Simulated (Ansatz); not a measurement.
`O/C=C\Cl` + `CC=N` → `C/C=N\C=C\Cl` + H₂O at 500 K and 1 bar (substitution at a C–O bond).

Program: Ansatz. Geometries: PBE0-D4/def2-TZVP. ΔE: electronic, gas phase. CBS: MP2 limit from def2 TZ/QZ plus the TZ coupled-cluster correction, frozen cores. This one scheme is used for every species. Double bonds are as drawn, so ΔE can hold a change between cis and trans. Each species was taken in one conformer, which may not be the lowest.

```
       species  CCSD(T)/CBS energy (Eh)  H − E (kJ/mol)  S (J/(mol·K))
    `O/C=C\Cl`               -612.83223           157.3          327.2
        `CC=N`               -133.79309           207.6          299.1
`C/C=N\C=C\Cl`               -670.25259           290.2          420.0
           H₂O                -76.37941            73.2          206.3
```

H − E and S are ideal-gas, rigid-rotor, harmonic terms from PBE0-D4/def2-TZVP, for one conformer and one mirror image of each species. 1 Eh = 2625.50 kJ/mol, R = 8.31446 J/(mol·K).

Problem. By hand: ΔE, ΔH, ΔS and ΔG.

Solution. ΔE = (-670.25259) + (-76.37941) − (-612.83223) − (-133.79309) = -0.00668 Eh = -17.5 kJ/mol. Δ(H − E) = 290.2 + 73.2 − 157.3 − 207.6 = -1.5, so ΔH = -19.0 kJ/mol. ΔS = 420.0 + 206.3 − 327.2 − 299.1 = 0.0 J/(mol·K). ΔG = -19.0 − 500 × (0.0)/1000 = -19.0 kJ/mol.

Problem. By hand: the equilibrium constant, and the temperature at which ΔG would vanish if ΔH and ΔS stayed fixed.

Solution. log₁₀ K = −ΔG/(RT ln 10) = 2.0. With ΔH or ΔS at zero there is no such temperature.

The number of gas molecules stays the same, so ΔS is small and ΔH decides. A doubt of 5 kJ/mol in ΔE shifts log₁₀ K by 0.5 here. Other conformers and mirror images would add mixing entropy, several J/(mol·K) or more a flexible species. These are equilibria of isolated gas molecules and say nothing of rates. Largest T1 diagnostic: 0.012 (customary marks: 0.02 for closed shells, 0.045 for open ones).

ΔS is within the doubt of such terms, so its sign, and with it that verdict, could turn.
